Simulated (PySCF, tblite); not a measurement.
# C₄H₃OS radical: geometry, infrared bands and EPR parameters

What infrared bands and EPR parameters should C₄H₃OS radical (`Sc1c[c]co1`) show?

Computed with tblite 0.8.0 and PySCF 2.14.0, with density-fitted response routines of our own, on a single molecule in the gas phase. Atoms are numbered from 0 throughout.

**1. Starting geometry**

9 atoms, charge 0, multiplicity 2; geometry from: force field or distance geometry start.

Bonds of the start (Å): S0–C1 1.75, C1–C2 1.37, C2–C3 1.43, C3–C4 1.37, C4–O5 1.35, O5–C1 1.36, S0–H6 1.34, C2–H7 1.09, C4–H8 1.08.

**2. Relaxing the molecule with GFN2-xTB**

What the job is given:

```
{"job": {"kind": "relax", "xc": "GFN2-xTB", "basis": "xTB"}, "charge": 0, "multiplicity": 2}
S      2.289400    -0.314500     0.462400
C      0.586700    -0.006000     0.178700
C     -0.224300     0.899800     0.814200
C     -1.516800     0.763500     0.222700
C     -1.396300    -0.240200    -0.701600
O     -0.127000    -0.709900    -0.745000
H      2.421500    -1.280900    -0.452400
H      0.060800     1.599100     1.594300
H     -2.080300    -0.704800    -1.398400
```

Command:

```console
OMP_NUM_THREADS=1 python probes_run.py task.json out
```

The driver reads the jobs from task.json and runs them one after another.

**Question.** This job is followed by: GFN2-xTB harmonic vibrations, gas phase; UKS B3LYP, pcH-1 on C H O S, non-relativistic, mean-field spin-orbit, GIAO. What will the session give for the following? strongest single infrared mode (GFN2-xTB); zero-point energy (GFN2-xTB); g(iso) (B3LYP); ⟨S²⟩; largest a(iso); potential on the surface of density 0.002 e/bohr³, 1st and 99th percentile.

As calculated:

```
                                                                  quantity                 value
                                 strongest single infrared mode (GFN2-xTB)  1438 cm⁻¹, 74 km/mol
                                              zero-point energy (GFN2-xTB)         33.8 kcal/mol
                                                            g(iso) (B3LYP)               2.00205
                                                                      ⟨S²⟩    0.757 (exact 0.75)
                                                            largest a(iso)  13C on C3, 519.0 MHz
potential on the surface of density 0.002 e/bohr³, 1st and 99th percentile    -0.61 V and 1.44 V
```

The optimisation took 24 steps and gained 0.083 eV; among the close pairs (by a distance rule), C2–C3 changed most, from 1.428 to 1.405 Å. All 21 modes are real, so the xTB geometry is a minimum. The strongest single mode, at 1438 cm⁻¹, moves mainly C1, C4 and C2. GFN2-xTB is a fitted tight-binding method: band positions and strengths are rough. Its intensities can rank the bands wrongly. C3 carries the largest spin population, 1.02 e. The isotropic g lies 0.3 ppt below the free-electron value. The conformer search found further structures of the same energy, which may be mirror or relabelled copies of this one.
